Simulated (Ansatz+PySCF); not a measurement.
Values are calculated unless marked as measured or tabulated.
A run of PySCF 2.14.0 on quintet HNO₂ in separate pieces at this shape:

```xyz
4

N     0.0000    0.0000   -0.4711
H     0.0000    0.0000    3.2974
O    30.0000    0.0000   -2.1389
O    30.0000    0.0000    2.1389
```

Its results:

* Converged: yes
* Total energy: -204.37060 hartree
* Spin squared of the determinant: 8.007
* Cycles: 18

(1) Which input gives this output? Name the method, the orbitals and the basis set, and write the input.

Answers

(1) UHF in 6-31G.

```python
from pyscf import gto, scf

mol = gto.M(atom="""
N 0.000000 0.000000 -0.471050
H 0.000000 0.000000 3.297370
O 30.000000 0.000000 -2.138890
O 30.000000 0.000000 2.138890
""", basis='6-31g', charge=0, spin=4)
mf = scf.UHF(mol)
mf.kernel()
print(mf.converged, mf.e_tot, mf.spin_square()[0])
```

This is not the lowest solution: another run reaches a determinant 1.99 eV lower. Caution: the unrestricted determinant is a mixture of spin states.
